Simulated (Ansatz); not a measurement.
Zinc-blende HgTe, treated with LC-ωPBE (plane waves, PAW; Ansatz, a quantum-chemistry and plane-wave program).

Run with plane-wave cutoff 460 eV, 8×8×8 k mesh, Fermi–Dirac smearing 0.01 eV, scalar-relativistic PAW data made under PBE.

Pressure at four volumes; x = ln(V/33.152 Å³). One pressure is withheld.

| V (Å³/atom) | x | P (GPa) |
|---|---|---|
| 31.494 | -0.0513 | 3.17 |
| 33.152 | 0.0000 | -0.01 |
| 33.981 | 0.0247 | -1.28 |
| 34.661 | 0.0445 | ? |

**Question.** Pass a parabola P(x) through the three rows shown, estimate the bulk modulus and its pressure derivative near zero pressure, and predict the withheld pressure.

**Answer.** Slopes between the rows: (-0.01 − (3.17))/(0.0000 − (-0.0513)) = -61.99 and (-1.28 − (-0.01))/(0.0247 − (0.0000)) = -51.42 GPa. Their difference over the span 0.0760 is c = 10.57/0.0760 = 139.1 GPa, so P(x) = 3.17 + (-61.99)(x − (-0.0513)) + 139.1 (x − (-0.0513))(x − (0.0000)). At the middle row B = −dP/dx = −[-61.99 + 139.1 × 0.0513] = 54.9 GPa, and B′ = dB/dP = 2c/B = 5.1. At x = 0.0445 the parabola gives -2.18 GPa; the run gives -2.20 GPa. The Birch–Murnaghan fit to the energies at all volumes has B0 = 54.7 GPa and B′ = 4.8.

Measured, for comparison: bulk modulus 42.3 GPa (temperature not stated, not corrected to a static lattice; as tabulated in Toher et al. (2017), arXiv:1611.05714). Computed (rounded) less measured: bulk modulus +29 %.

Spin–orbit coupling is not included; it can shift volumes and moduli of such heavy elements.
